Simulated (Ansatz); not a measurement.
# Worked example: correlation energy of O–PH–O, singlet

Geometry: a PBE0/def2-TZVP stationary point for this spin, not checked as a minimum.

```xyz
4

P     0.0000   -0.2569    0.0000
O     0.0000    0.3010   -1.3396
O     0.0000    0.3010    1.3396
H     0.0000   -1.6627    0.0000
```

Basis cc-pVDZ; Ansatz 0.2.0. Correlated methods freeze the noble-gas cores, which leaves 18 electrons in 44 orbitals. R marks a restricted (for open shells ROHF) determinant.

Full CI isn't at hand for all of this; RCCSDT(Q) serves as the reference, and is uncertain by about the last step of the cluster series.

Runs differ by some tens of microhartree through their thresholds, so steps under 0.03 kcal/mol mean nothing.

| level | total energy (hartree) |
| --- | --- |
| RHF | -491.032447 |
| RMP2 | -491.525881 |
| RCCSD | -491.530737 |
| RCCSD(T) | -491.547636 |
| RCCSDT | -491.548292 |
| RCCSDT(Q) | -491.550749 |

What is the correlation energy at RCCSDT(Q), and what share of it do RMP2 and RCCSD recover?

E(corr) = -491.550749 − (-491.032447) = -0.518302 hartree = -14.104 eV. RMP2: -0.493434 / -0.518302 = 95.20 %. RCCSD: -0.498290 / -0.518302 = 96.14 %.

By how many kcal/mol does RCCSD(T) miss RCCSDT(Q) (1 hartree = 627.509 kcal/mol), and which steps make up the rest?

-491.547636 − (-491.550749) = 0.003113 hartree = 1.95 kcal/mol. Steps: RCCSDT − RCCSD(T) = -0.41, RCCSDT(Q) − RCCSDT = -1.54 kcal/mol. Differences between like states or geometries often cancel part of this.
